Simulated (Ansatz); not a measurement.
The input, for Ansatz 0.2.0:

```yaml
crystal:
  periodic: [false, false, false]
  atoms:
    - {symbol: C, position_ang: [0.000000, 0.000000, 1.813037]}
    - {symbol: Ge, position_ang: [0.000000, 0.000000, -0.097202]}
    - {symbol: O, position_ang: [0.000000, 0.000000, -1.715835]}
basis:
  gaussian: {orbitals: cc-pVTZ}
magnetization: {spin_polarized: false, initial_magnetization: 4}
correlation: {method: ccsdt_q, electrons: outside_noble_gas}
```

```sh
$ ansatz run in.yaml --threads 2 --pin off --events-out ev --progress --plain --max-ram 24576MiB --backend cuda --devices 0, --max-vram 18GiB
```

Output:

```
1228 factors; integrals over basis functions are off by at most 2.5e-7 eV
mean field evaluation 1: about -59529.5134 eV, gradient 4.4e1 eV
mean field evaluation 2: about -59529.5249 eV, gradient 4.4e1 eV
mean field evaluation 4: about -59531.9712 eV, gradient 2.6e1 eV
mean field evaluation 8: about -59535.3200 eV, gradient 5.2e-1 eV
mean field evaluation 16: about -59535.3337 eV, gradient 1.2e-6 eV
mean field evaluation 32: about -59535.3336 eV, gradient 2.5e-2 eV
mean field evaluation 64: about -59531.1310 eV, gradient 8.9e0 eV
mean field evaluation 96: about -59535.3330 eV, gradient 1.4e-1 eV
mean field evaluation 128: about -59534.4705 eV, gradient 1.5e-1 eV
mean field evaluation 160: about -59535.3252 eV, gradient 3.3e-1 eV
...
cycle  20  -12.56643190 eV  change    5.3e-5 eV  update   4.8e-5
cycle  21  -12.56642364 eV  change    8.3e-6 eV  update   3.6e-5
cycle  22  -12.56645181 eV  change   -2.8e-5 eV  update   2.3e-5
cycle  23  -12.56642406 eV  change    2.8e-5 eV  update   1.7e-5
cycle  24  -12.56641615 eV  change    7.9e-6 eV  update   1.1e-5
cycle  25  -12.56641511 eV  change    1.0e-6 eV  update   5.8e-6
cycle  26  -12.56641329 eV  change    1.8e-6 eV  update   4.2e-6
cycle  27  -12.56641210 eV  change    1.2e-6 eV  update   2.8e-6
cycle  28  -12.56641188 eV  change    2.2e-7 eV  update   2.4e-6
cycle  29  -12.56641307 eV  change   -1.2e-6 eV  update   1.6e-6
perturbative correction -0.04775741 eV, -0.0017550524 hartree
Total energy: -59547.94782564 eV, -2188.3467195434 hartree
```

Ran on 2 threads of AMD EPYC 7R13 with a shared H100 80 GB, shared host: 3.1 min wall, 2.2 GiB peak host memory.
